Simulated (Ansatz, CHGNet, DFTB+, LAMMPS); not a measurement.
How well does each level of theory give the equilibrium lattice constant a of hcp Co?

Reference value: 2.507 Å (measured, 293 K, no zero-point or thermal correction; as tabulated in Wikipedia's data pages).

| level (code) | value (Å) | difference (%) |
|---|---|---|
| Lennard-Jones uff-vdw (LAMMPS) | 2.791 | +11.3 |
| GFN1-xTB as cut by DFTB+ | 2.445 | -2.47 |
| CHGNet-r²SCAN | 2.473 | -1.36 |
| LDA (Ansatz) | 2.429 | -3.11 |
| PBE (Ansatz) | 2.494 | -0.52 |
| PBEsol (Ansatz) | 2.457 | -1.99 |
| PBE-D4 (Ansatz) | 2.471 | -1.44 |
| rVV10 (Ansatz) | 2.505 | -0.08 |
| r²SCAN (Ansatz) | 2.472 | -1.40 |
| r²SCAN-D4 (Ansatz) | 2.464 | -1.72 |
| B3LYP (VWN-RPA form) (Ansatz) | 2.499 | -0.32 |
| PBE0 (Ansatz) | 2.483 | -0.96 |

Leaving aside Lennard-Jones uff-vdw (doubt noted below), GFN1-xTB as cut by DFTB+ (doubt noted below): The reference is not for a static lattice or low temperature, so close values are not ranked against it. Off by more than 1.25 %, or 1.75 % on the side where a correction would as a rule narrow the miss (bounds picked here): LDA (-3.11 %), PBEsol (-1.99 %).

The reference isn't brought to a static lattice, while the calculations are for one, so the differences are not the levels' errors alone. Spin-polarised runs: LDA (parallel moments), PBE (parallel moments), PBEsol (parallel moments), PBE-D4 (parallel moments), rVV10 (parallel moments), r²SCAN (parallel moments), r²SCAN-D4 (parallel moments), B3LYP (VWN-RPA form) (parallel moments), PBE0 (parallel moments). Lennard-Jones uff-vdw: the cell moved over 20 % in volume from its start. Lennard-Jones uff-vdw: this is a force field's van der Waals term alone, without bonds or charges. GFN1-xTB as cut by DFTB+: the method was fitted mainly to molecules. GFN1-xTB as cut by DFTB+: this magnet was run without spin. GFN1-xTB as cut by DFTB+: codes differ in how they cut the long-range tail of xTB's charge interaction in a crystal, so the value belongs to this code. Cutoffs and k meshes differ between the levels. Ansatz's density-functional and Hartree–Fock values are scalar-relativistic unless marked +SOC, with PAW data made under PBE.

Machine-learned potentials (CHGNet-r²SCAN) are trained on DFT data: a solid inside that data is no test of them.

Differences are worked out from the printed values.

Ansatz is a program for electronic structure.
